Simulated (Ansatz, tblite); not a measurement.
Cost and result up the ladder for NaLi₂ (the lowest doublet isomer of a short search) (3 atoms). Charge 0, multiplicity 2. Geometry: PBE/def2-TZVP.

```xyz
3

Li    0.303   -1.454   -0.364
Li   -1.830    0.309   -0.361
Na    1.527    1.145    0.724
```

Ansatz on 4 threads of Arm Neoverse V2 on a shared host; xTB runs through tblite on one thread. Times are rough, summed over both states, and most runs start from the orbitals of an earlier one. No level here is sound enough to serve as a yardstick. The other state is a singlet.

The xTB rows come from tblite. Correlated methods freeze 1 core orbital; core or outer-core shells of Li, Na are correlated, in sets that lack core-valence functions. In CCSD on the charge 0 doublet the largest single amplitude is 0.19, so its Hartree–Fock determinant may place the open shell otherwise than the density functionals do. The structure comes from a short search, and lower isomers may exist.

Run but left out: HF/def2-TZVPP, MP2/def2-TZVPP (doublet: ⟨S²⟩ 1.13, where a pure state has 0.75).

Correlated methods converge slowly with the basis.

Raw xTB energies of ions are shifted by several eV, and xTB has no spin-polarisation term.

```
             level  functions  vertical IE (eV)                                                                                                    remarks
  r2SCAN/def2-TZVP         60              4.25                        restricted SCF unstable in HF (+1 singlet), spin-contaminated (⟨S²⟩ 0.83) (doublet)
          GFN2-xTB         12              7.49                                                                                                          –
          GFN1-xTB         12             10.23                                                                                                          –
CCSD(T)/def2-TZVPP         70              4.10  large T1 (0.060) (doublet), restricted SCF unstable (+1 singlet), spin-contaminated (⟨S²⟩ 1.13) (doublet)
     PBE/def2-TZVP         60              4.33                                                                 restricted SCF unstable in HF (+1 singlet)
```

**Question.** Estimate how long each takes.

**Answer.** GFN2-xTB 0.002 s; GFN1-xTB 0.003 s; PBE/def2-TZVP 0.85 s; CCSD(T)/def2-TZVPP 2 s; r2SCAN/def2-TZVP 2.1 s. On shared hardware such times vary by a factor of up to 3.
